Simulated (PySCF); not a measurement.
CH, charge +1, multiplicity 1. Atoms are numbered in the order given.

```xyz
2

C      0.0000     0.0000    -0.1625
H      0.0000     0.0000     0.9751
```
Charge +1, spin multiplicity 1.

Geometry: B3LYP-D3(BJ)/def2-TZVPD.

Method: SMD-M06-2X/def2-SVP (PySCF).

Solvation free energies are E(SMD) − E(gas) at the gas-phase geometry, for 1 M in both phases.

| solvent | ΔG(solv) (kcal/mol) | its non-electrostatic (CDS) part |
|---|---|---|
| water | -86.7 | 6.1 |
| dichloromethane | ? | ? |
| cyclohexanone | -82.6 | 5.3 |

Question: What belongs in the gaps? (Estimate from the structure and the level; the computed values follow.)

Answer: 
- dichloromethane, ΔG(solv) (kcal/mol): -79.0
- dichloromethane, its non-electrostatic (CDS) part: 4.3
